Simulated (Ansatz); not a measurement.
**BH₃+ (quartet): the correlation ladder, aug-cc-pVDZ**

An exercise on one series of results from a longer session: the logs are not shown, and one member is left open.

Method: aug-cc-pVDZ, core rule «outside noble gas», up to 1 orbitals frozen; program: Ansatz 0.2.0, Gaussian basis.

Plan: UHF; CCSD(T) on ROHF; CCSD(T) on UHF; BCCD(T) on ROHF; CISD; CCSDT(Q) on ROHF; CCSDT(Q) on UHF; CISDTQ; CCSDTQ on ROHF; CCSDTQ on UHF; Full CI.

16 further runs of the same task are left out: 8 for a known fault of the program, 2 that didn't finish, 6 set aside as unsound or not needed.

## What is computed

The geometry is a PBE0/def2-TZVP stationary point (not a proven minimum) of the parent state, kept for this charge and spin.

4 atoms, charge 1, spin multiplicity 4.

Atoms are counted from 1 here; the program's logs count them from 0.

Bond lengths: B1–H2 1.281 Å, B1–H3 1.186 Å, B1–H4 1.281 Å. Angles: H2–B1–H3 117.7°, H2–B1–H4 49.8°, H3–B1–H4 117.7°.

As a file:

| atom | x (Å) | y (Å) | z (Å) |
| --- | --- | --- | --- |
| B1 | -0.11489 | 0.00001 | 0.08905 |
| H2 | 0.31142 | 0.53909 | -0.99189 |
| H3 | 0.60949 | -0.00005 | 1.02862 |
| H4 | 0.31134 | -0.53913 | -0.99189 |

Set-up of the first run:

Input file in.yaml:

```yaml
crystal:
  periodic: [false, false, false]
  atoms:
    - {symbol: B, position_ang: [-0.114887, 0.000009, 0.089052]}
    - {symbol: H, position_ang: [0.311423, 0.539087, -0.991887]}
    - {symbol: H, position_ang: [0.609492, -0.000048, 1.028622]}
    - {symbol: H, position_ang: [0.311340, -0.539134, -0.991888]}
basis:
  gaussian: {orbitals: aug-cc-pVDZ}
total_charge: 1
magnetization: {spin_polarized: true, initial_magnetization: 3}
hamiltonian: {xc: hf}
output: {orbitals: {seedname: orbitals}}
```

Run with:

```sh
$ ansatz run in.yaml --threads 1 --pin off --events-out ev --progress --plain --max-ram 3328MiB --backend cpu
```

Among the steps run: UHF; CCSD(T) on ROHF; CCSD(T) on UHF; BCCD(T) on ROHF; CISD; CCSDT(Q) on ROHF; CCSDT(Q) on UHF; CISDTQ; CCSDTQ on ROHF; CCSDTQ on UHF; Full CI.

One table of the session follows, with a row left open; its other results are not shown here.

```
   method  from FCI (kcal/mol)
     ROHF               +48.39
      UHF               +47.50
     RMP2                    ?
     UMP2               +12.41
     CISD                +1.27
    RCCSD                +1.51
    UCCSD                +1.49
 RCCSD(T)                +0.40
 UCCSD(T)                +0.39
  BCCD(T)                +0.40
   RCCSDT                +0.02
   UCCSDT                +0.01
   CISDTQ                 0.00
RCCSDT(Q)                 0.00
UCCSDT(Q)                -0.01
  RCCSDTQ                 0.00
  UCCSDTQ                -0.01
      FCI                    0
```

Estimate the missing values for RMP2.

**Answer.** from FCI (kcal/mol): +12.29. In the column «from FCI (kcal/mol)» it lies between RCCSD (+1.51) and UMP2 (+12.41).

Limits of these values: Levels on UHF freeze UHF's core orbitals, full CI those of ROHF, so the U rows can settle a little off it for that reason alone. Restricted and unrestricted rows rest on different reference determinants; where their highest levels disagree by more than a few hundredths of an eV, they describe different states and don't form one ladder.
